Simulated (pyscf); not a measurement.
`[SH][GeH]([Cl])[Cl]` → `[SH2]` + `[Cl][Ge][Cl]` [singlet], a 1,1-elimination (singlet surface; Ge–S, Ge–H broken, H–S formed). Single points on ωB97X-D3(BJ)/def2-SVP structures (PySCF, gas phase). Correlated levels are frozen-core, on RHF or UHF. ΔMP2 is the change of the MP2 total energy from the triple- to the quadruple-zeta basis. Energies in eV from the reactant's lowest minimum found.

Small-basis levels: PySCF, no dispersion term, spherical d functions. 

**Question.** In single points B3LYP/6-31G*+LANL2DZ puts the saddle at 2.15 eV and the reaction energy at +0.61 eV. Should these be trusted to within a few kcal/mol? Compare with CCSD(T)/def2-TZVPP + ΔMP2(QZVPP).

**Answer.** CCSD(T)/def2-TZVPP + ΔMP2(QZVPP) gives ΔE‡ = 2.23 eV and ΔE = +0.98 eV. B3LYP/6-31G*+LANL2DZ lies 0.08 eV under it in the barrier and 0.37 eV under it in the reaction energy, so on this step it does not hold to within 0.13 eV. CCSD(T)/def2-TZVPP + ΔMP2(QZVPP) has limits of its own. On the product side the descent ends in a bound adduct (not fully relaxed), 0.52 eV under the separated species and 1.81 eV under the saddle at ωB97X-D3(BJ)/def2-TZVP. At ωB97X-D3(BJ) the barrier from the zero used here is 2.46 eV. This is the saddle that the search found; another between the same sides may lie lower. The CCSD(T) − MP2 part came from Ansatz, without density fitting, on the same reference. The frozen core leaves the outer d or s,p core shells of the metals and heavy elements correlated in the MP2 and CC values, and def2-TZVPP describes them poorly, which can shift differences by a few kcal/mol. In the def2 sets elements up to Kr have no core potential.
